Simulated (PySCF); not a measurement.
Isomers of C4H5NO, one GFN2-xTB conformer each. Single-point energies are computed at PBE0/pcSseg-1 (PySCF, gas phase, no added dispersion term), electronic only.

```csv
SMILES,GFN2-xTB relative energy (kJ/mol)
Cc1cnoc1,113.8
CC(=O)CC#N,132.4
Cc1ccon1,109.7
C#CC(=O)NC,186.7
Cc1cocn1,0.0
C#CCNC=O,197.7
```

Conformers: `[CH3:1][C:2](=[O:3])[CH2:4][C:5]#[N:6]` with C1–C2–C4–C5 -52°; `[CH:1]#[C:2][C:3](=[O:4])[NH:5][CH3:6]` with C2–C3–N5–C6 180°; `[CH:1]#[C:2][CH2:3][NH:4][CH:5]=[O:6]` with C2–C3–N4–C5 -122°, C3–N4–C5–O6 -3°.

Question: What does PBE0/pcSseg-1 give for the same structures?

Answer: 
| SMILES | PBE0/pcSseg-1 E (Eh) | PBE0/pcSseg-1 (kJ/mol) | GFN2-xTB (kJ/mol) | point group |
| --- | --- | --- | --- | --- |
| Cc1cocn1 | -285.03525 | 0.0 | 0.0 | – |
| CC(=O)CC#N | -285.02668 | 22.5 | 132.4 | C1 |
| Cc1ccon1 | -284.99870 | 96.0 | 109.7 | – |
| Cc1cnoc1 | -284.99513 | 105.3 | 113.8 | Cs |
| C#CC(=O)NC | -284.98457 | 133.1 | 186.7 | Cs |
| C#CCNC=O | -284.98092 | 142.6 | 197.7 | C1 |

Both levels put the same isomer lowest; measured from each level's own lowest isomer, the values differ by up to 109.9 kJ/mol (CC(=O)CC#N: 132.4 against 22.5). As drawn, the lowest has an aromatic ring, which the highest lacks; the highest has a C=O bond, a C≡C bond and an N–H bond, which the lowest lacks. Neighbours under 10 kJ/mol apart (Cc1ccon1 and Cc1cnoc1; C#CC(=O)NC and C#CCNC=O) can change places with a better method, another conformer or zero-point energy.

Question: Which frontier levels, dipoles and rotational constants go with these structures?

Answer: 
| SMILES | HOMO (eV, PBE0/pcSseg-1) | LUMO (eV) | dipole (D) | A, B, C (MHz) |
| --- | --- | --- | --- | --- |
| Cc1cocn1 | -7.00 | 0.01 | 1.41 | 9453, 3572, 2635 |
| CC(=O)CC#N | -8.03 | -1.18 | 2.82 | 7343, 2435, 2046 |
| Cc1ccon1 | -7.72 | -0.22 | 3.03 | 9351, 3564, 2623 |
| Cc1cnoc1 | -7.49 | -0.28 | 3.43 | 9312, 3459, 2562 |
| C#CC(=O)NC | -7.63 | -0.81 | 3.94 | 9036, 2374, 1903 |
| C#CCNC=O | -7.57 | 0.44 | 3.63 | 11586, 1831, 1783 |
